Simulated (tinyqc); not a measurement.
Inside a calculation (part 3 of 3). Method: UHF in the sto-3g basis, for H2O, spin multiplicity 3. Computed by tinyqc, a small Python program that keeps every step (integrals from PySCF). Command: `OMP_NUM_THREADS=1 python tinyqc.py 29756 29757 out.jsonl` (the two numbers bound the seeds that draw the settings). One thread of a shared host (Intel(R) Xeon(R) Processor @ 2.60GHz), about 0.1 s of CPU time with the checks.

Geometry (angstrom):
```
atom         x          y         z
O     0.000000   0.000000  0.000000
H     0.000000   0.987000  0.643000
H     0.000000  -0.987000  0.643000
```

## Iteration 36 (converged): orbitals

converged F(alpha) (hartree):
```
             1O 1s      1O 2s     1O 2px     1O 2py     1O 2pz      2H 1s      3H 1s
1O 1s   -20.411388  -5.209029   0.000000   0.000000  -0.007903  -0.716476  -0.716476
1O 2s    -5.209029  -2.586845   0.000000   0.000000  -0.081643  -0.708724  -0.708724
1O 2px    0.000000   0.000000  -0.605591   0.000000   0.000000   0.000000   0.000000
1O 2py    0.000000   0.000000   0.000000  -0.296154   0.000000  -0.366223   0.366223
1O 2pz   -0.007903  -0.081643   0.000000   0.000000  -0.556556  -0.211033  -0.211033
2H 1s    -0.716476  -0.708724   0.000000  -0.366223  -0.211033  -0.484036  -0.213919
3H 1s    -0.716476  -0.708724   0.000000   0.366223  -0.211033  -0.213919  -0.484036
```

converged F(beta) (hartree):
```
             1O 1s      1O 2s    1O 2px     1O 2py     1O 2pz      2H 1s      3H 1s
1O 1s   -20.371339  -5.171120  0.000000   0.000000  -0.006834  -0.710046  -0.710046
1O 2s    -5.171120  -2.362915  0.000000   0.000000   0.014142  -0.678294  -0.678294
1O 2px    0.000000   0.000000  0.294840   0.000000   0.000000   0.000000   0.000000
1O 2py    0.000000   0.000000  0.000000  -0.382591   0.000000  -0.340027   0.340027
1O 2pz   -0.006834   0.014142  0.000000   0.000000  -0.363499  -0.238652  -0.238652
2H 1s    -0.710046  -0.678294  0.000000  -0.340027  -0.238652  -0.174525  -0.161390
3H 1s    -0.710046  -0.678294  0.000000   0.340027  -0.238652  -0.161390  -0.174525
```

X:
```
            1O 1s      1O 2s    1O 2px     1O 2py     1O 2pz      2H 1s      3H 1s
1O 1s    1.023359  -0.134129  0.000000   0.000000  -0.005509   0.017532   0.017532
1O 2s   -0.134129   1.126204  0.000000   0.000000   0.050432  -0.193203  -0.193203
1O 2px   0.000000   0.000000  1.000000   0.000000   0.000000   0.000000   0.000000
1O 2py   0.000000   0.000000  0.000000   1.064069   0.000000  -0.159592   0.159592
1O 2pz  -0.005509   0.050432  0.000000   0.000000   1.024390  -0.093802  -0.093802
2H 1s    0.017532  -0.193203  0.000000  -0.159592  -0.093802   1.098343  -0.041979
3H 1s    0.017532  -0.193203  0.000000   0.159592  -0.093802  -0.041979   1.098343
```

Diagonalise F' = X^T F X, C = X C', fill 6 alpha and 4 beta electrons from the bottom; D(s) = C_occ C_occ^T. Each column has its largest component positive (the first on a tie).

F' = X^T F X (alpha) (hartree):
```
            1          2          3          4          5          6          7
1  -20.037785  -2.678036   0.000000   0.000000  -0.020919  -0.072501  -0.072501
2   -2.678036  -1.586381   0.000000   0.000000  -0.012286  -0.281172  -0.281172
3    0.000000   0.000000  -0.605591   0.000000   0.000000   0.000000   0.000000
4    0.000000   0.000000   0.000000  -0.100315   0.000000  -0.363574   0.363574
5   -0.020919  -0.012286   0.000000   0.000000  -0.515927  -0.132934  -0.132934
6   -0.072501  -0.281172   0.000000  -0.363574  -0.132934  -0.210097  -0.110358
7   -0.072501  -0.281172   0.000000   0.363574  -0.132934  -0.110358  -0.210097
```

orbital energies (alpha) (hartree): MO1 -20.419878, MO2 -1.352365, MO3 -0.614199, MO4 -0.605591, MO5 -0.582879, MO6 -0.105426, MO7 0.414144

coefficients C (alpha):
```
              MO1        MO2        MO3       MO4        MO5        MO6        MO7
1O 1s    0.994396  -0.252016   0.000000  0.000000   0.060249   0.099671   0.000000
1O 2s    0.023855   0.960666   0.000000  0.000000  -0.294342  -0.594506   0.000000
1O 2px   0.000000   0.000000   0.000000  1.000000   0.000000   0.000000   0.000000
1O 2py   0.000000   0.000000   0.593075  0.000000   0.000000   0.000000   0.911836
1O 2pz   0.001844   0.092431   0.000000  0.000000   0.882072  -0.531929   0.000000
2H 1s   -0.004122   0.078584   0.457122  0.000000   0.208492   0.744798  -0.683138
3H 1s   -0.004122   0.078584  -0.457122  0.000000   0.208492   0.744798   0.683138
```

F' = X^T F X (beta) (hartree):
```
            1          2         3          4          5          6          7
1  -20.001677  -2.676581  0.000000   0.000000  -0.036458  -0.062866  -0.062866
2   -2.676581  -1.299452  0.000000   0.000000   0.138014  -0.379053  -0.379053
3    0.000000   0.000000  0.294840   0.000000   0.000000   0.000000   0.000000
4    0.000000   0.000000  0.000000  -0.202886   0.000000  -0.362543   0.362543
5   -0.036458   0.138014  0.000000   0.000000  -0.286479  -0.236569  -0.236569
6   -0.062866  -0.379053  0.000000  -0.362543  -0.236569   0.153821  -0.057131
7   -0.062866  -0.379053  0.000000   0.362543  -0.236569  -0.057131   0.153821
```

orbital energies (beta) (hartree): MO1 -20.378508, MO2 -1.140929, MO3 -0.548859, MO4 -0.457282, MO5 0.294840, MO6 0.485800, MO7 0.556925

coefficients C (beta):
```
              MO1        MO2        MO3        MO4       MO5        MO6        MO7
1O 1s    0.994901  -0.247414   0.000000   0.045444  0.000000   0.113099   0.000000
1O 2s    0.021751   0.940710   0.000000  -0.245980  0.000000  -0.646227   0.000000
1O 2px   0.000000   0.000000   0.000000   0.000000  1.000000   0.000000   0.000000
1O 2py   0.000000   0.000000   0.755794   0.000000  0.000000   0.000000   0.782277
1O 2pz   0.001503  -0.006578   0.000000   0.866553  0.000000  -0.564434   0.000000
2H 1s   -0.003667   0.109443   0.318733   0.240478  0.000000   0.731140  -0.757658
3H 1s   -0.003667   0.109443  -0.318733   0.240478  0.000000   0.731140   0.757658
```

D(alpha) after iteration 36:
```
            1O 1s      1O 2s    1O 2px     1O 2py     1O 2pz      2H 1s      3H 1s
1O 1s    1.065899  -0.295370  0.000000   0.000000  -0.021334   0.062893   0.062893
1O 2s   -0.295370   1.363523  0.000000   0.000000   0.145443  -0.428760  -0.428760
1O 2px   0.000000   0.000000  1.000000   0.000000   0.000000   0.000000   0.000000
1O 2py   0.000000   0.000000  0.000000   0.351737   0.000000   0.271107  -0.271107
1O 2pz  -0.021334   0.145443  0.000000   0.000000   1.069546  -0.205019  -0.205019
2H 1s    0.062893  -0.428760  0.000000   0.271107  -0.205019   0.813346   0.395426
3H 1s    0.062893  -0.428760  0.000000  -0.271107  -0.205019   0.395426   0.813346
```

D(beta) after iteration 36:
```
            1O 1s      1O 2s    1O 2px     1O 2py     1O 2pz      2H 1s      3H 1s
1O 1s    1.053108  -0.222283  0.000000   0.000000   0.042502  -0.019798  -0.019798
1O 2s   -0.222283   0.945914  0.000000   0.000000  -0.219309   0.043722   0.043722
1O 2px   0.000000   0.000000  0.000000   0.000000   0.000000   0.000000   0.000000
1O 2py   0.000000   0.000000  0.000000   0.571225   0.000000   0.240897  -0.240897
1O 2pz   0.042502  -0.219309  0.000000   0.000000   0.750960   0.207662   0.207662
2H 1s   -0.019798   0.043722  0.000000   0.240897   0.207662   0.171412  -0.031770
3H 1s   -0.019798   0.043722  0.000000  -0.240897   0.207662  -0.031770   0.171412
```

## Convergence

Stop when the energy changes by less than 1e-09 hartree and every element of the error matrix X^T (F D S - S D F) X (for each spin) is below 9e-06.

Course of the cycle:
```
iteration   E (hartree)     change  largest element of the error matrix
1          -60.92902796          -                             7.03e+00
2          -67.53278329  -6.60e+00                             3.57e+00
3          -70.96930027  -3.44e+00                             1.80e+00
4          -72.79146637  -1.82e+00                             9.02e-01
5          -73.73319548  -9.42e-01                             4.52e-01
6          -74.21458206  -4.81e-01                             2.26e-01
7          -74.45917310  -2.45e-01                             1.13e-01
8          -74.58638657  -1.27e-01                             5.66e-02
9          -74.65104726  -6.47e-02                             2.83e-02
10         -74.68348937  -3.24e-02                             1.42e-02
11         -74.70237413  -1.89e-02                             7.07e-03
12         -74.71247843  -1.01e-02                             3.53e-03
13         -74.71775573  -5.28e-03                             1.77e-03
14         -74.72045041  -2.69e-03                             8.84e-04
...                 ...        ...                                  ...
23         -74.72318436  -5.40e-06                             1.73e-06
24         -74.72318705  -2.70e-06                             8.63e-07
25         -74.72318840  -1.35e-06                             4.31e-07
26         -74.72318908  -6.75e-07                             2.16e-07
27         -74.72318941  -3.37e-07                             1.08e-07
28         -74.72318958  -1.69e-07                             5.38e-08
29         -74.72318967  -8.43e-08                             2.69e-08
30         -74.72318971  -4.22e-08                             1.35e-08
31         -74.72318973  -2.11e-08                             6.73e-09
32         -74.72318974  -1.05e-08                             3.36e-09
33         -74.72318975  -5.27e-09                             1.68e-09
34         -74.72318975  -2.64e-09                             8.40e-10
35         -74.72318975  -1.32e-09                             4.19e-10
36         -74.72318975  -6.59e-10                             2.10e-10
```

PySCF UHF in the same basis, after a stability check = -74.72318975 hartree

Converged in 36 iterations.

## Populations, bond orders and dipole

overlap S:
```
           1O 1s     1O 2s    1O 2px     1O 2py    1O 2pz     2H 1s      3H 1s
1O 1s   1.000000  0.236704  0.000000   0.000000  0.000000  0.031930   0.031930
1O 2s   0.236704  1.000000  0.000000   0.000000  0.000000  0.342391   0.342391
1O 2px  0.000000  0.000000  1.000000   0.000000  0.000000  0.000000   0.000000
1O 2py  0.000000  0.000000  0.000000   1.000000  0.000000  0.260349  -0.260349
1O 2pz  0.000000  0.000000  0.000000   0.000000  1.000000  0.169609   0.169609
2H 1s   0.031930  0.342391  0.000000   0.260349  0.169609  1.000000   0.124395
3H 1s   0.031930  0.342391  0.000000  -0.260349  0.169609  0.124395   1.000000
```

Mulliken: Z minus the diagonal of D S on the atom; Loewdin: the same with S^(1/2) D S^(1/2); Mayer order: 2 sum_s sum (D(s) S)_ij (D(s) S)_ji over the two atoms.

Charges (e):
```
atom   Mulliken    Loewdin  Mulliken spin
1O     0.066570   0.116095       1.052374
2H    -0.033285  -0.058047       0.473813
3H    -0.033285  -0.058047       0.473813
```

Mayer bond orders:
```
pair     order
2-1   0.651803
3-1   0.651803
3-2   0.122591
```

dipole moment about the origin, x y z (debye): 0.000000  0.000000  0.008847

<S^2> of the determinant (pure state: 2) = 2.036231
